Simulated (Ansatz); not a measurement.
# C2H5NO: the cost of one run

All numbers below are computed with Ansatz 0.2.0 (RKS B3LYP-D4/cc-pVDZ).

## (1) The starting structure

Bond lengths: N1–C2 1.392 Å, C2–C3 1.493 Å, C2–O4 1.468 Å, C3–O4 1.482 Å, N1–H5 1.035 Å, N1–H6 1.070 Å, C2–H7 1.106 Å, C3–H8 1.126 Å, C3–H9 1.033 Å. Angles (14 of 16 angles, heavy atoms first): N1–C2–C3 119.0°, N1–C2–O4 114.6°, C3–C2–O4 60.1°, C2–C3–O4 59.1°, C2–O4–C3 60.8°, N1–C2–H7 118.0°, C3–C2–H7 117.6°, O4–C2–H7 113.9°, C2–N1–H5 113.4°, C2–N1–H6 111.8°, C2–C3–H8 115.6°, C2–C3–H9 121.3°, O4–C3–H8 110.7°, O4–C3–H9 123.4°.

Structure file:

```xyz
9

N    -0.9342    0.8909   -0.3869
C     0.2102    0.3966    0.2320
C     0.3547   -1.0780    0.4127
O     1.1022   -0.3648   -0.6505
H    -1.2391    0.3265   -1.1986
H    -0.7627    1.8491   -0.8316
H     0.7399    1.0554    0.9455
H     1.0487   -1.4009    1.2379
H    -0.4313   -1.7210    0.2224
```

## (2) End point A

The input, input.yaml:

```yaml
crystal:
  periodic: [false, false, false]
  atoms:
    - { symbol: "N", position_ang: [-0.9342, 0.8909, -0.3869] }
    - { symbol: C, position_ang: [0.2102, 0.3966, 0.232] }
    - { symbol: C, position_ang: [0.3547, -1.078, 0.4127] }
    - { symbol: O, position_ang: [1.1022, -0.3648, -0.6505] }
    - { symbol: H, position_ang: [-1.2391, 0.3265, -1.1986] }
    - { symbol: H, position_ang: [-0.7627, 1.8491, -0.8316] }
    - { symbol: H, position_ang: [0.7399, 1.0554, 0.9455] }
    - { symbol: H, position_ang: [1.0487, -1.4009, 1.2379] }
    - { symbol: H, position_ang: [-0.4313, -1.721, 0.2224] }
basis:
  gaussian: { orbitals: cc-pVDZ }
hamiltonian:
  xc: b3lyp
  dispersion: d4
relax:
  f_tol: 0.015
  max_steps: 40
output:
  orbitals: {}
```

The run is started by

```console
$ ansatz run input.yaml --threads 1 --pin off --max-ram 2048MiB --backend cpu --events-out ev --progress --plain --runs-dir out
```

Q: Estimate wall time and peak memory on 1 thread of Intel Xeon Platinum 8559C (Emerald Rapids), shared host.

About 16 s, with a peak of 0.17 GiB.
